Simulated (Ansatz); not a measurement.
Relaxation of CH$_{7}$FSi (10 atoms, charge 0, multiplicity 1), to a largest force component of 0.03 eV/Å in at most 50 steps.

Level of theory: RKS B3LYP/def2-SVP in Ansatz 0.2.0.

```xyz
10
Properties=species:S:1:pos:R:3
Si 0.177 -0.039 0.140
C 0.147 -0.045 2.022
H -0.776 -0.473 2.443
H 0.971 -0.671 2.402
H 0.302 0.965 2.437
H 1.613 -0.072 -0.283
H -0.410 1.207 -0.425
H -0.487 -1.243 -0.427
F -2.499 0.286 0.899
H -2.026 0.636 1.614
```

Question: Where does it end, and by what steps?

Answer: The run converged. The force dipped under the threshold on the way, but the program's further checks kept it going. After 21 steps the energy has fallen by 0.175 eV; H10 moved furthest, 1.01 Å.

```csv
step,energy less start (eV),largest force component (eV/Å),accepted
0,0.0000,0.455,yes
1,-0.0597,0.323,yes
2,-0.0409,0.828,no
3,-0.0781,0.372,yes
4,-0.0916,0.185,yes
5,-0.1118,0.112,yes
6,-0.0842,0.448,no
7,-0.1222,0.087,yes
8,-0.1305,0.141,yes
9,-0.1409,0.062,yes
10,-0.1524,0.056,yes
11,-0.1117,1.704,no
12,-0.1586,0.055,yes
13,-0.1639,0.270,yes
14,-0.1714,0.111,yes
15,-0.1650,0.182,no
16,-0.1730,0.023,yes
17,-0.1716,0.336,no
18,-0.1741,0.023,yes
19,-0.1739,0.132,no
20,-0.1745,0.070,yes
21,-0.1747,0.015,yes
```

```xyz
10
Properties=species:S:1:pos:R:3
Si 0.215 -0.027 0.238
C 0.349 -0.131 2.111
H -0.663 -0.213 2.536
H 0.936 -1.010 2.420
H 0.832 0.768 2.526
H 1.530 0.242 -0.413
H -0.691 1.113 -0.140
H -0.365 -1.269 -0.345
F -2.812 0.262 1.226
H -2.320 0.817 0.664
```

Whether the end is a true minimum wasn't checked by a vibrational analysis.

Run time: 64 s on 1 thread of Arm Neoverse V1, with other jobs on the host, peak memory 0.15 GiB.
